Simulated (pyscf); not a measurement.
`[O]=[B][OH]` + `[H][H]` → `[O]=[B][OH]` + `[H][H]` (concerted two-bond exchange; singlet surface; H–O, H–H broken, H–O, H–H formed). Structures and frequencies: ωB97X-D3(BJ)/def2-SVP in PySCF. Energies in kJ/mol from the separated reactants.

| level | barrier | reaction energy |
|---|---|---|
| ωB97X-D3(BJ)/def2-TZVP | 207.8 | 0.0 |
| PBE/def2-TZVP | 166.5 | 0.0 |
| r²SCAN/def2-TZVP | … | 0.0 |
| M06-2X/def2-TZVP | 214.5 | 0.0 |
| ωB97M-D3(BJ)/def2-TZVP | 202.7 | 0.0 |
| HF/def2-TZVP | … | 0.0 |

Q: Fill in the missing entries.

A: 
- r²SCAN/def2-TZVP, barrier: 179.8
- HF/def2-TZVP, barrier: 298.4

The functionals in the table span 47.9 kJ/mol in this barrier, from PBE to M06-2X. The same reactants have a lower exit, to HO–BH–OH (barrier +143.8 kJ/mol at ωB97M-D3(BJ)/def2-TZVP, against +202.7 kJ/mol here). This is the saddle that the search found; another between the same sides may lie lower.
